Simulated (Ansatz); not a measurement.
# Two structures, one formula

Two relaxed structures of LiBH3S (charge +1), closed shell (PBE0-D4/def2-TZVP; forces vanish, vibrations not checked).

A:

Li1  (-2.406, -1.097, 0.312)
S2  (-0.047, -0.898, 0.189)
B3  (0.551, 0.800, 0.141)
H4  (0.448, -1.422, -0.948)
H5  (1.325, 1.116, -0.696)
H6  (0.128, 1.500, 1.002)
(Å)

B:

```xyz
6
angstrom
Li -2.2787 -1.3679 0.6156
S 0.7964 0.6665 0.4335
B -0.3029 -0.7076 -0.1452
H 0.3939 -1.3170 -0.9110
H 1.5735 1.2172 -0.5320
H 0.0497 1.7547 0.6916
```

Ansatz 0.2.0; basis: def2-TZVPP; cores frozen in the correlated methods. The outer core shell of Li, Na, Mg and K is correlated. B3LYP uses VWN-RPA correlation.

(1) Which structure is lower at CCSD(T), and by how much? (Judge from chemistry; the value comes from the calculation.)

T1 diagnostic: at most 0.014. The restricted Hartree–Fock reference is unstable towards an unrestricted one at one or more of these structures.

Results:

(1) Computed: A, by 62.18 kcal/mol (electronic energy, against the other). By their contacts, A is LiBH₃S ([Li][SH][BH2]), total charge +1 and B is LiBH₃S ([Li][BH][SH2]), total charge +1.

All methods give the same order:

| method | E(B) − E(A) (kcal/mol) |
| --- | --- |
| PBE-D4 | 59.01 |
| r2SCAN-D4 | 62.17 |
| PBE0-D4 | 61.03 |
| B3LYP-D4 | 61.92 |
| wB97M-V | 62.33 |
| HF | 65.70 |
| MP2 | 65.30 |
| CCSD | 62.56 |
| CCSD(T) | 62.18 |

Labels in which every atom is bracketed show which atoms are joined, not bond orders.

For scale, one of the runs: CCSD(T)/def2-TZVPP, 134 basis functions, launched by `ansatz run in.yaml --threads 2 --pin off --events-out ev --progress --plain --max-ram 4352MiB`. The run took 2.5 s on 2 CPU threads of an AMD EPYC 9R45 (shared host), with 0.69 GiB of host memory at its peak.
